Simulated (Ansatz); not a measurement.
Relaxation of CH₅BF (8 atoms, charge 0, multiplicity 2), to a largest force component of 0.03 eV/Å in at most 50 steps.

The calculation used UKS PBE/6-31G* in Ansatz 0.2.0.

```xyz
8
Properties=species:S:1:pos:R:3:forces:R:3
B -0.029 0.001 -0.171 -0.01 -0.01 -0.33
H 0.004 0.002 1.029 0.02 0.00 0.17
F 1.129 0.000 -0.830 0.00 0.00 0.00
H -1.042 -0.002 -0.831 -0.01 0.00 -0.01
C 0.016 0.000 3.345 0.00 0.00 0.17
H -0.575 -0.916 3.335 0.00 -0.01 0.01
H 1.097 -0.053 3.477 0.00 0.00 -0.01
H -0.486 0.968 3.342 0.00 0.01 0.00
```

Problem. Where does it end, and by what steps?

Solution. The forces met the threshold. The force dipped under the threshold on the way, but the program's further checks kept it going. After 14 steps the energy has fallen by 0.038 eV; H4 moved furthest, 0.39 Å.

```json
{"step": "0", "energy less start (eV)": "0.0000", "largest force component (eV/Å)": "0.326", "accepted": "yes"}
{"step": "1", "energy less start (eV)": "0.0035", "largest force component (eV/Å)": "0.531", "accepted": "no"}
{"step": "2", "energy less start (eV)": "-0.0199", "largest force component (eV/Å)": "0.087", "accepted": "yes"}
{"step": "3", "energy less start (eV)": "-0.0302", "largest force component (eV/Å)": "0.033", "accepted": "yes"}
{"step": "4", "energy less start (eV)": "-0.0335", "largest force component (eV/Å)": "0.138", "accepted": "yes"}
{"step": "5", "energy less start (eV)": "-0.0353", "largest force component (eV/Å)": "0.091", "accepted": "yes"}
{"step": "6", "energy less start (eV)": "-0.0248", "largest force component (eV/Å)": "0.411", "accepted": "no"}
{"step": "7", "energy less start (eV)": "-0.0373", "largest force component (eV/Å)": "0.013", "accepted": "yes"}
{"step": "8", "energy less start (eV)": "-0.0314", "largest force component (eV/Å)": "0.394", "accepted": "no"}
{"step": "9", "energy less start (eV)": "-0.0379", "largest force component (eV/Å)": "0.032", "accepted": "yes"}
{"step": "10", "energy less start (eV)": "-0.0379", "largest force component (eV/Å)": "0.072", "accepted": "no"}
{"step": "11", "energy less start (eV)": "-0.0382", "largest force component (eV/Å)": "0.035", "accepted": "yes"}
{"step": "12", "energy less start (eV)": "-0.0383", "largest force component (eV/Å)": "0.049", "accepted": "yes"}
{"step": "13", "energy less start (eV)": "-0.0383", "largest force component (eV/Å)": "0.050", "accepted": "yes"}
{"step": "14", "energy less start (eV)": "-0.0383", "largest force component (eV/Å)": "0.029", "accepted": "yes"}
```

```xyz
8
Properties=species:S:1:pos:R:3
B -0.042 0.000 -0.480
H -0.110 -0.008 0.726
F 1.169 0.020 -1.034
H -0.996 -0.015 -1.221
C 0.022 0.001 3.670
H -0.576 -0.910 3.723
H 1.108 -0.063 3.591
H -0.464 0.975 3.722
```

Time of the run: 28 s on 1 thread of Arm Neoverse V1 (shared host), peak memory 0.13 GiB.
